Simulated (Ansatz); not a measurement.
**C3H5F (allyl fluoride): a chain of runs**

Aim: a series of 18 runs (HF/STO-3G, UHF/STO-3G, HF/3-21G, UHF/3-21G, HF/6-31G*, UHF/6-31G*, B3LYP/6-31G*, PBE/def2-SVP, and more) of C3H5F (allyl fluoride). 

The results are computed with Ansatz 0.2.0.

### 1 The system as given

C3H5F has 9 atoms, charge 0, and is taken as a singlet. SMILES: `C=CCF`. The shape is that of a PBE0-D4/def2-TZVP optimisation. The run starts from this shape.

Bond lengths: C1–C2 1.324 Å, C2–C3 1.486 Å, C3–F4 1.387 Å, C1–H5 1.084 Å, C1–H6 1.086 Å, C2–H7 1.087 Å, C3–H8 1.096 Å, C3–H9 1.094 Å. Some angles: C1–C2–C3 123.6°, C2–C3–F4 110.3°, C1–C2–H7 120.6°, C3–C2–H7 115.9°, C2–C1–H5 121.7°, C2–C1–H6 121.3°, C2–C3–H8 111.1°, C2–C3–H9 111.2°, F4–C3–H8 106.9°, F4–C3–H9 108.2°.

### 2 A geometry optimisation at HF/STO-3G (run 1)

Contents of input.yaml:

```yaml
basis:
  gaussian: {orbitals: STO-3G}
crystal:
  periodic: [false, false, false]
  atoms:
    - {symbol: C, position_ang: [-0.578000, 1.122500, -0.608000]}
    - {symbol: C, position_ang: [0.352500, 0.215400, -0.353400]}
    - {symbol: C, position_ang: [0.200500, -0.852800, 0.668500]}
    - {symbol: F, position_ang: [0.430500, -2.098200, 0.102300]}
    - {symbol: H, position_ang: [-0.422500, 1.909200, -1.336700]}
    - {symbol: H, position_ang: [-1.531700, 1.114000, -0.089100]}
    - {symbol: H, position_ang: [1.299800, 0.230700, -0.886500]}
    - {symbol: H, position_ang: [0.929800, -0.730800, 1.477200]}
    - {symbol: H, position_ang: [-0.806800, -0.852300, 1.094700]}
relax: {f_tol: 0.002}
hamiltonian: {xc: hf}
total_charge: 0
output: {orbitals: {seedname: orbitals}}
```

On the command line:

```sh
$ ansatz run input.yaml --threads 1 --pin off --max-ram 3480MiB --events-out events.jsonl --progress --plain --runs-dir runs
```

Log:

```text
Warning: RAYON_NUM_THREADS=1 ignored (pool sized by the plan → 1); use --threads N
The last accepted step is kept in runs//last_step.txt (removed where the run ends without a failure and the disk answers)
[... 93 lines left out ...]
Total energy: -5798.90616768 eV, -213.1058710226 hartree
[... 9 lines left out ...]
Dipole moment:    -0.030574     0.224568     0.091546 e Å
```

It took 3 s on 1 thread of AMD EPYC 9R45 (Zen 5), shared host; peak memory 0.11 GiB.

Steps, from the record of the run:

| step | energy from the first frame kept (eV) | largest force (eV/Å) |
| --- | --- | --- |
| 1 | 0.0000 | 2.8130 |
| 2 | -0.0592 | 0.5349 |
| 3 | -0.0635 | 0.2883 |
| 4 | -0.0689 | 0.1367 |
| 5 | -0.0691 | 0.0585 |
| 6 | -0.0692 | 0.0074 |
| 7 | -0.0692 | 0.0022 |
| 8 | -0.0692 | 0.0021 |
| 9 | -0.0692 | 0.0022 |
| 10 | -0.0692 | 0.0045 |
| 11 | 0.0090 | 2.8295 |
| 12 | -0.0692 | 0.0071 |
| 13 | -0.0692 | 0.0017 |

After the run. Bond lengths: C1–C2 1.308 Å, C2–C3 1.532 Å, C3–F4 1.388 Å, C1–H5 1.082 Å, C1–H6 1.082 Å, C2–H7 1.084 Å, C3–H8 1.101 Å, C3–H9 1.098 Å. Some angles: C1–C2–C3 124.1°, C2–C3–F4 111.3°, C1–C2–H7 120.8°, C3–C2–H7 115.1°, C2–C1–H5 122.0°, C2–C1–H6 122.1°, C2–C3–H8 109.5°, C2–C3–H9 109.7°, F4–C3–H8 108.9°, F4–C3–H9 109.7°.

### 3 The harmonic vibrations at HF/STO-3G (run 2)

Contents of job.yaml:

```yaml
crystal:
  periodic: [false, false, false]
  atoms:
    - {symbol: C, position_ang: [-0.574377, 1.125784, -0.614029]}
    - {symbol: C, position_ang: [0.350924, 0.236674, -0.360319]}
    - {symbol: C, position_ang: [0.204038, -0.884742, 0.673601]}
    - {symbol: F, position_ang: [0.422789, -2.130007, 0.100698]}
    - {symbol: H, position_ang: [-0.430102, 1.911923, -1.342830]}
    - {symbol: H, position_ang: [-1.528919, 1.124889, -0.104252]}
    - {symbol: H, position_ang: [1.299317, 0.256918, -0.885684]}
    - {symbol: H, position_ang: [0.931066, -0.732345, 1.486091]}
    - {symbol: H, position_ang: [-0.800637, -0.851395, 1.115724]}
basis:
  gaussian:
    orbitals: STO-3G
hamiltonian:
  xc: hf
phonons:
  temperatures:
    t_min: 298.15
    t_max: 298.15
    t_step: 1
```

On the command line:

```sh
$ ansatz run job.yaml --threads 1 --pin off --max-ram 3480MiB --events-out events.jsonl --progress --plain --runs-dir runs
```

Log:

```text
Warning: RAYON_NUM_THREADS=1 ignored (pool sized by the plan → 1); use --threads N
[... 295 lines left out ...]
Total energy: -5798.90617455 eV, -213.1058712748 hartree
[... 9 lines left out ...]
Dipole moment:    -0.030573     0.224568     0.091546 e Å
Vibrations: 88.98 371.19 470.03 752.69 1059.82 1117.87 1168.21 1240.44 1330.83 1356.70 1461.39 1527.50 1644.64 1727.85 1806.91 2064.50 3536.08 3650.27 3650.96 3714.77 3808.00 cm⁻¹, zero-point energy 2.327780 eV
```

It took 9.3 s on 1 thread of AMD EPYC 9R45 (Zen 5), shared host.

Runs 3 to 13 aren't shown in full; the table further down has their settings and results.

### 4 Vibrational wavenumbers at B3LYP/6-31G(d) (Cartesian functions) (run 14)

Contents of input.yaml:

```yaml
crystal:
  periodic: [false, false, false]
  atoms:
    - {symbol: C, position_ang: [-0.579920, 1.136122, -0.608819]}
    - {symbol: C, position_ang: [0.345999, 0.211071, -0.359745]}
    - {symbol: C, position_ang: [0.200970, -0.863709, 0.672128]}
    - {symbol: F, position_ang: [0.465392, -2.112249, 0.106305]}
    - {symbol: H, position_ang: [-0.422489, 1.922151, -1.342076]}
    - {symbol: H, position_ang: [-1.532953, 1.147059, -0.083439]}
    - {symbol: H, position_ang: [1.291404, 0.213447, -0.901318]}
    - {symbol: H, position_ang: [0.917671, -0.720260, 1.492977]}
    - {symbol: H, position_ang: [-0.811974, -0.875932, 1.092987]}
basis:
  gaussian: {orbitals: "6-31G*"}
hamiltonian: {xc: {name: B3LYP}}
phonons: {temperatures: {t_min: 298.15, t_max: 298.15, t_step: 1}}
```

On the command line:

```sh
$ ansatz run input.yaml --threads 1 --pin off --max-ram 3480MiB --events-out events.jsonl --progress --plain --runs-dir runs
```

Log:

```text
Warning: RAYON_NUM_THREADS=1 ignored (pool sized by the plan → 1); use --threads N
[... 296 lines left out ...]
Total energy: -5908.41796309 eV, -217.1303552739 hartree
[... 9 lines left out ...]
Dipole moment:    -0.052072     0.339289     0.115535 e Å
Vibrations: 115.72 323.88 436.93 651.96 935.01 960.05 996.10 1037.81 1064.95 1190.24 1272.89 1326.22 1416.72 1483.80 1534.89 1737.11 3030.93 3081.85 3157.69 3170.53 3240.70 cm⁻¹, zero-point energy 1.994038 eV
```

Run time: 39 s. Hardware: 1 thread of AMD EPYC 9R45 (Zen 5), shared host; peak memory 0.15 GiB.

Runs 15 to 17 aren't shown in full; the table further down has their settings and results.

### 5 Vibrational wavenumbers at MP2/6-31G(d) (Cartesian functions) (run 18)

Contents of molecule.yaml:

```yaml
crystal:
  periodic: [false, false, false]
  atoms:
    - symbol: C
      position_ang: [-0.581153, 1.131634, -0.607825]
    - symbol: C
      position_ang: [0.356863, 0.211697, -0.357114]
    - symbol: C
      position_ang: [0.201989, -0.854511, 0.675345]
    - symbol: F
      position_ang: [0.449389, -2.108480, 0.097545]
    - symbol: H
      position_ang: [-0.430562, 1.914961, -1.342745]
    - symbol: H
      position_ang: [-1.531937, 1.131571, -0.081924]
    - symbol: H
      position_ang: [1.300857, 0.219236, -0.897899]
    - symbol: H
      position_ang: [0.919837, -0.728846, 1.493502]
    - symbol: H
      position_ang: [-0.811183, -0.859563, 1.090114]
basis:
  gaussian:
    orbitals: "6-31G*"
correlation:
  method: mp2
phonons:
  temperatures:
    t_min: 298.15
    t_max: 298.15
    t_step: 1
```

On the command line:

```sh
$ ansatz run molecule.yaml --threads 1 --pin off --max-ram 3480MiB --events-out events.jsonl --progress --plain --runs-dir runs
```

Log:

```text
Warning: RAYON_NUM_THREADS=1 ignored (pool sized by the plan → 1); use --threads N
[... 41 lines left out ...]
4 core orbitals not correlated: weight in the atoms' cores, before any rotation towards them, 1.000 or more for the frozen orbitals, at most 0.000 for the correlated occupied ones
[... 188 lines left out ...]
4 core orbitals not correlated: weight in the atoms' cores, before any rotation towards them, 1.000 or more for the frozen orbitals, at most 0.000 for the correlated occupied ones
[... 187 lines left out ...]
Dipole moment:    -0.058608     0.371108     0.125417 e Å
[... 1 line left out ...]
Checks for a lower state left out: cluster_reference
```

Run time: 37 s. Hardware: 1 thread of AMD EPYC 9R45 (Zen 5), shared host; peak memory 0.15 GiB.

### 6 Overview of the runs

| run | level | walk f tol | task | temperatures | partner | energy (Eh) | dipole moment (D) | wall time |
| --- | --- | --- | --- | --- | --- | --- | --- | --- |
| 1 | HF/STO-3G | 0.002 | optimise | – | base | -213.105871 | 1.17 | 3 s |
| 2 | HF/STO-3G | – | frequencies | (298.15, 298.15, 1) | base | -213.105871 | 1.17 | 9.3 s |
| 3 | UHF/STO-3G | – | energy | – | cation | -212.815777 | – | 0.14 s |
| 4 | UHF/STO-3G | – | optimise | – | cation | -212.840924 | – | 4.2 s |
| 5 | HF/3-21G | 0.002 | optimise | – | base | -214.735996 | 2.31 | 3.6 s |
| 6 | HF/3-21G | – | frequencies | (298.15, 298.15, 1) | base | -214.735995 | 2.31 | 9.3 s |
| 7 | UHF/3-21G | – | energy | – | cation | -214.394539 | – | 0.16 s |
| 8 | UHF/3-21G | – | optimise | – | cation | -214.408379 | – | 3 s |
| 9 | HF/6-31G* (Cartesian functions) | 0.002 | optimise | – | base | -215.916879 | 1.99 | 5.4 s |
| 10 | HF/6-31G* (Cartesian functions) | – | frequencies | (298.15, 298.15, 1) | base | -215.916879 | 1.99 | 23 s |
| 11 | UHF/6-31G* (Cartesian functions) | – | energy | – | cation | -215.585803 | – | 0.34 s |
| 12 | UHF/6-31G* (Cartesian functions) | – | optimise | – | cation | -215.600581 | – | 7.8 s |
| 13 | B3LYP/6-31G* (Cartesian functions) | 0.002 | optimise | – | base | -217.130355 | 1.74 | 10 s |
| 14 | B3LYP/6-31G* (Cartesian functions) | – | frequencies | (298.15, 298.15, 1) | base | -217.130355 | 1.74 | 39 s |
| 15 | PBE/def2-SVP | 0.002 | optimise | – | base | -216.711171 | 1.62 | 9.3 s |
| 16 | PBE/def2-SVP | – | frequencies | (298.15, 298.15, 1) | base | -216.711171 | 1.62 | 27 s |
| 17 | MP2/6-31G* (Cartesian functions) | 0.002 | optimise | – | base | -216.466158 | 1.90 | 9.9 s |
| 18 | MP2/6-31G* (Cartesian functions) | – | frequencies | (298.15, 298.15, 1) | base | -216.466158 | 1.90 | 37 s |

### 7 Outcome

| quantity | value |
| --- | --- |
| run 18, MP2/6-31G*: total energy | -216.46616 Eh |
| run 18, MP2/6-31G*: dipole moment (correlated density) | 1.90 D |
| run 18, MP2/6-31G*: correlation energy (4 core orbitals frozen) | -550.9 mEh |
| run 18, MP2/6-31G*: largest force on an atom | 0.001 eV/Å |
| run 18, MP2/6-31G*: lowest harmonic wavenumber | 113 cm⁻¹ |
| run 18, MP2/6-31G*: highest harmonic wavenumber | 3309 cm⁻¹ |
| run 18, MP2/6-31G*: zero-point energy | 195.8 kJ/mol |
| vertical ionisation energy (to the doublet cation), HF/STO-3G | 7.894 eV |
| vertical ionisation energy (to the doublet cation), HF/3-21G | 9.291 eV |
| vertical ionisation energy (to the doublet cation), HF/6-31G* | 9.009 eV |
| adiabatic ionisation energy (to the doublet cation, no zero-point term), HF/STO-3G | 7.210 eV |
| adiabatic ionisation energy (to the doublet cation, no zero-point term), HF/3-21G | 8.915 eV |
| adiabatic ionisation energy (to the doublet cation, no zero-point term), HF/6-31G* | 8.607 eV |

What this shows: At HF/STO-3G: the vertical ionisation energy comes to 7.89 eV (762 kJ/mol). At HF/3-21G: the vertical ionisation energy comes to 9.29 eV (214 kcal/mol). At HF/6-31G*: the vertical ionisation energy comes to 9.01 eV (208 kcal/mol). At HF/STO-3G: the adiabatic ionisation energy (to the doublet cation, no zero-point term) is 7.21 eV (166 kcal/mol). At HF/3-21G: the adiabatic ionisation energy (to the doublet cation, no zero-point term) is 8.91 eV (206 kcal/mol). At HF/6-31G*: the adiabatic ionisation energy (to the doublet cation, no zero-point term) is 8.61 eV (830 kJ/mol). Totals of different functionals can't be ranked against each other. All runs together took 3.3 min, the longest 39 s.
